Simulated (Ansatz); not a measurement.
# Worked example: the barrier

An elementary step of CH₈AlN, singlet (AlNH₄ ([NH2][AlH2]) + CH₄ → CH₅Al ([CH3][AlH2]) + NH₃ (still joined by a long Al–N bond); bonds formed: Al1–C6, N2–H5; bonds broken: H5–C6; bonds weakened to dative contacts: Al1–N2). “Start” is the structure reached by relaxing down from the saddle towards the reactants; PBE0-D4/def2-TZVP structures. The saddle:

```
11
angstrom
Al -0.3448 -0.0945 -1.0397
N 1.1293 0.9406 -0.4020
H 0.0927 -1.4126 -1.8096
H -1.6065 0.7817 -1.4425
H 0.4454 0.2565 0.5328
C -0.5598 -0.6072 1.0519
H 1.0828 1.9481 -0.3392
H 2.0857 0.6517 -0.5526
H 0.0840 -1.3245 1.5661
H -1.3952 -1.2056 0.6515
H -1.0135 0.0659 1.7833
```

Computed with Ansatz 0.2.0 (basis: def2-TZVPP and def2-QZVPP); correlated methods freeze the cores.

Energies in eV:

| quantity | saddle | start |
| --- | --- | --- |
| Hartree–Fock, triple zeta (X = 3) | -9221.77894 | -9223.75674 |
| Hartree–Fock, quadruple zeta (X = 4) | -9222.12390 | -9224.10650 |
| MP2 correlation, X = 3 | -14.42333 | -13.81182 |
| MP2 correlation, X = 4 | -15.36509 | -14.74033 |
| CCSD(T) correlation, X = 3 | -16.03775 | -15.48365 |

Work out the barrier at the basis limit: extrapolate Hartree–Fock as E(X) = E∞ + A exp(−7.88 √X) and the MP2 correlation as E(X) = E∞ + B X^−2.97 (the exponents that Neese and Valeev fitted for def2-TZVPP and QZVPP), then add CCSD(T) − MP2 in triple zeta.

Each step is linear, so take the differences first (saddle − start): Hartree–Fock 1.97780 (X = 3) and 1.98260 (X = 4); MP2 correlation -0.61151 and -0.62476; CCSD(T) correlation -0.55410.
Two points give E∞ = E(4) + w [E(4) − E(3)], with w = 1/(exp(7.88 (2 − √3)) − 1) = 0.1377 for Hartree–Fock and w = 1/((4/3)^2.97 − 1) = 0.7407 for the correlation.
Hartree–Fock: 1.98260 + 0.1377 × 0.00480 = 1.9833 eV.
MP2 correlation: -0.62476 + 0.7407 × (-0.01325) = -0.6346 eV.
CCSD(T) − MP2: -0.55410 − (-0.61151) = 0.0574 eV.
Sum: 1.9833 + (-0.6346) + 0.0574 = 1.4061 eV, or 32.43 kcal/mol. Plain CCSD(T) in triple zeta gives 1.4237 eV, so the larger basis shifts the result by -0.0176 eV.

The T1 diagnostic stays at or below 0.012.

Labels in which every atom is bracketed show which atoms are joined, not bond orders.

For scale, one of the runs: CCSD(T)/def2-TZVPP, 216 basis functions, launched by `ansatz run in.yaml --threads 2 --pin off --events-out ev --progress --plain --max-ram 4352MiB`. The run took 67 s on 2 CPU threads of an Arm Neoverse V1 (shared host), with 3.1 GiB of host memory at its peak.
